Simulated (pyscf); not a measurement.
Thermochemistry of product channels of O=W(=O)(F)–F + H atom (H•) on the doublet surface, in kJ/mol, from ωB97M-D3(BJ)/def2-TZVP energies (ideal gas, 1 atm, RRHO with modes under 100 cm⁻¹ raised to 100, one conformer, R ln 2 for rigid chiral ones). PySCF, gas phase, ωB97X-D3(BJ)/def2-SVP geometries.

| products | ΔE | ΔH(298 K) | ΔG(298 K) | ΔG(600 K) |
|---|---|---|---|---|
| [O=W(OH)(F)–F]• | -166.0 | -145.0 | -121.7 | [?] |
| [O–WH(=O)(F)–F]• | [?] | +84.8 | +111.7 | +139.9 |
| hydroxyl (OH•) + O=W(F)–F [singlet] | +221.7 | +234.3 | +219.3 | +205.2 |
| O=W=O [singlet] + hydrogen fluoride (HF) + F atom (F•) | +604.3 | +617.7 | +569.8 | +522.6 |
| [O=W(=O)–F]• + hydrogen fluoride (HF) | [?] | +16.4 | -0.2 | -15.7 |
| O=WH(=O)–F + F atom (F•) | +228.9 | +240.2 | +233.1 | +227.1 |

Problem. Fill in the missing entries.

Solution. 
- [O=W(OH)(F)–F]•, ΔG(600 K): -97.8
- [O–WH(=O)(F)–F]•, ΔE: +71.2
- [O=W(=O)–F]• + hydrogen fluoride (HF), ΔE: 0.0

These are energies of the channels, which say nothing of barriers. [O–WH(=O)(F)–F]• may be a fragile minimum: a first optimisation, from another start, lost the drawn bonds and fell apart. The other spin state of O=W(F)–F [singlet] is not in these data. The other spin state of O=W=O [singlet] is not in these data. 2 of the closed-shell references are unstable towards spin polarisation; treat their single-reference values with care. Left out: orbital degeneracy and the spin-orbit lowering of F, OH. Open-shell species with a d-block atom are single-reference here; other states, and whether the spin sits on metal or ligand, were not checked. Elements past Kr carry the def2 core potentials, without spin-orbit coupling.
